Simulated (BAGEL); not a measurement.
**SiO (SMILES O=[Si]): HF/STO-3G (density fitting with qzvpp-jkfit)**

Aim: the vertical ionisation energy of SiO at HF/STO-3G (density fitting with qzvpp-jkfit), from 2 runs. 

The calculation is run with BAGEL 1.2.2.

6 further runs of the same task are left out: 2 that didn't finish, 4 set aside as unsound or not needed.

### Step 1. Starting point

SiO has 2 atoms, charge 0, and is taken as a singlet. As SMILES, `O=[Si]`. The shape is that of a PBE0-D4/def2-TZVP optimisation.

Bond lengths: O1–Si2 1.509 Å.

### Step 2. A single-point energy at HF/STO-3G (density fitting with qzvpp-jkfit)

The input, calc.json:

```json
{ "bagel" : [

{
  "title" : "molecule",
  "basis" : "sto-3g",
  "df_basis" : "qzvpp-jkfit",
  "angstrom" : true,
  "geometry" : [
    { "atom" : "O", "xyz" : [   -0.640700,    0.231500,   -0.324000 ] },
    { "atom" : "Si", "xyz" : [    0.640700,   -0.231500,    0.324000 ] }
  ]
},
{
  "title" : "hf"
},
{
  "title" : "print",
  "file" : "orbitals.molden",
  "orbitals" : true
}

]}
```

On the command line:

```sh
$ BAGEL_NUM_THREADS=1 BAGEL calc.json > calc.out
```

Standard output:

```text
* using 1 threads per process

  ===============================================================
  ===============================================================

  *** Geometry ***

  { "atom" : "O", "xyz" : [     -1.210748,      0.437472,     -0.612271 ] },
  { "atom" : "Si", "xyz" : [      1.210748,     -0.437472,      0.612271 ] },

  Number of auxiliary basis functions:      205

  Since a DF basis is specified, we compute 2- and 3-index integrals:
    o Being stored without compression. Storage requirement is 0.000 GB

  Number of basis functions:       14
  Number of electrons      :       22

    * METHOD: MOLECULE                             0.02

  *** RHF ***

  === Nuclear Repulsion ===
    39.2833323512

      * DIIS with orbital gradients will be used.

  === RHF iteration (sto-3g) ===
      0       -359.21376340          0.05175101           0.00
      1       -359.02954210          0.10027684           0.00
      2       -359.39647727          0.00729055           0.00
      3       -359.39874619          0.00045722           0.00
      4       -359.39876154          0.00009336           0.00
      5       -359.39876291          0.00005870           0.00
      6       -359.39876315          0.00000044           0.00
      7       -359.39876315          0.00000008           0.00
      8       -359.39876315          0.00000000           0.00
    * SCF iteration converged.

    * Permanent dipole moment:
           (   -0.634255,     0.229171,    -0.320741) a.u.

    * METHOD: HF                                   0.04

    * METHOD: PRINT                                0.00

  ===============================================================
```

Run time: 0.22 s. Hardware: 1 thread of Arm Neoverse V2, shared host.

### Step 3. The doublet cation

The input, input.json:

```json
{ "bagel" : [

{
  "title" : "molecule",
  "basis" : "sto-3g",
  "df_basis" : "qzvpp-jkfit",
  "angstrom" : true,
  "geometry" : [
    { "atom" : "O", "xyz" : [   -0.640700,    0.231500,   -0.324000 ] },
    { "atom" : "Si", "xyz" : [    0.640700,   -0.231500,    0.324000 ] }
  ]
},
{
  "title" : "uhf",
  "charge" : 1,
  "nopen" : 1
},
{
  "title" : "print",
  "file" : "orbitals.molden",
  "orbitals" : true
}

]}
```

On the command line:

```sh
$ BAGEL_NUM_THREADS=1 BAGEL input.json > input.out
```

Standard output:

```text
* using 1 threads per process

  ===============================================================
  ===============================================================

  *** Geometry ***

  { "atom" : "O", "xyz" : [     -1.210748,      0.437472,     -0.612271 ] },
  { "atom" : "Si", "xyz" : [      1.210748,     -0.437472,      0.612271 ] },

  Number of auxiliary basis functions:      205

  Since a DF basis is specified, we compute 2- and 3-index integrals:
    o Being stored without compression. Storage requirement is 0.000 GB

  Number of basis functions:       14
  Number of electrons      :       22

    * METHOD: MOLECULE                             0.02

  *** Open-shell HF ***

  === Nuclear Repulsion ===
    39.2833323512

      * DIIS with orbital gradients will be used.

  === UHF iteration (sto-3g) ===
      0       -358.95971144          0.09400788           0.00
      1       -358.75169175          0.19901890           0.00
      2       -358.84483275          0.12277845           0.00
      3       -359.13177408          0.02804161           0.00
      4       -359.14727049          0.00674522           0.00
      5       -359.14945396          0.00637340           0.00
      6       -359.16225719          0.00257256           0.00
      7       -359.16196666          0.00295739           0.00
      8       -359.16278676          0.00068740           0.00
      9       -359.16282508          0.00014308           0.00
     10       -359.16284481          0.00006882           0.00
     11       -359.16285450          0.00004472           0.00
     12       -359.16286830          0.00002529           0.00
     13       -359.16287486          0.00000682           0.00
     14       -359.16287493          0.00000869           0.00
     15       -359.16287493          0.00000126           0.00
     16       -359.16287493          0.00000017           0.00
     17       -359.16287493          0.00000002           0.00
     18       -359.16287493          0.00000000           0.00
    * SCF iteration converged.

    * S^2 (UHF) is 0.7907

    * Permanent dipole moment:
           (   -0.768740,     0.277764,    -0.388749) a.u.

    * METHOD: UHF                                  0.07

    * METHOD: PRINT                                0.00

  ===============================================================
```

Run time: 0.24 s. Hardware: 1 thread of Arm Neoverse V2, shared host.

### Step 4. Summary of results

At HF/STO-3G (density fitting with qzvpp-jkfit):

| quantity | value |
| --- | --- |
| singlet SiO: total energy | -359.39876 Eh |
| singlet SiO: dipole moment | 1.90 D |
| singlet SiO: HOMO energy | -7.67 eV |
| singlet SiO: LUMO energy | 7.98 eV |
| singlet SiO: HOMO–LUMO gap | 15.65 eV |
| doublet cation: total energy | -359.16287 Eh |
| doublet cation: ⟨S²⟩ | 0.791 |
| vertical ionisation energy (to the doublet cation) | 6.419 eV |

In words: Removing an electron at fixed nuclei costs 6.42 eV (619 kJ/mol). The negative HOMO energy of the first species, 7.67 eV, lies 1.25 eV above that difference. In a minimal basis such a difference can be off by several eV, whatever the method.
